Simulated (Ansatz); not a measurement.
**SiH4 (SMILES [H][Si]([H])([H])[H]): methods side by side**

SiH4: 5 atoms, total charge 0, spin state singlet. As SMILES, `[H][Si]([H])([H])[H]`. Geometry: relaxed at GFN2-xTB.

```xyz
5

Si    0.0001    0.0000    0.0001
H     0.0113   -0.0194    1.4609
H     1.3735    0.0113   -0.4978
H    -0.6966    1.1967   -0.4657
H    -0.6882   -1.1885   -0.4975
```

Each level gives the energy change with the Si1–H4 bond stretched from 1.461 to 2.922 Å (eV). The values are calculated.

```json
{"level": "BLYP/6-31G (restricted)", "kind": "GGA", "program": "Ansatz", "value (eV)": "3.35", "less FCI/6-31G": "+0.47"}
{"level": "revPBE/6-31G (restricted)", "kind": "GGA", "program": "Ansatz", "value (eV)": "3.40", "less FCI/6-31G": "+0.52"}
{"level": "r2SCAN/6-31G (restricted)", "kind": "meta-GGA", "program": "Ansatz", "value (eV)": "3.66", "less FCI/6-31G": "+0.78"}
{"level": "BHLYP/6-31G (restricted)", "kind": "global hybrid", "program": "Ansatz", "value (eV)": "4.01", "less FCI/6-31G": "+1.13"}
{"level": "HSE06/6-31G (restricted)", "kind": "range-separated hybrid", "program": "Ansatz", "value (eV)": "3.75", "less FCI/6-31G": "+0.87"}
{"level": "CCSD/6-31G (restricted)", "kind": "coupled cluster or CI", "program": "Ansatz", "value (eV)": "2.97", "less FCI/6-31G": "+0.09"}
{"level": "CCSDTQ/6-31G (restricted)", "kind": "coupled cluster or CI", "program": "Ansatz", "value (eV)": "2.88", "less FCI/6-31G": "0.00"}
{"level": "FCI/3-21G", "kind": "exact in the basis", "program": "Ansatz", "value (eV)": "2.92", "less FCI/6-31G": "+0.04"}
{"level": "FCI/6-31G", "kind": "exact in the basis", "program": "Ansatz", "value (eV)": "2.88", "less FCI/6-31G": "0.00"}
```

FCI/6-31G is exact within its basis and frozen core, so for wave-function methods in that basis the difference is their error; functionals converge differently with the basis, so for them it is only a difference. The first shape isn't each level's own minimum. The values span 2.88 to 4.01 eV. All rows use very small basis sets, so none should be taken for the real molecule's value.
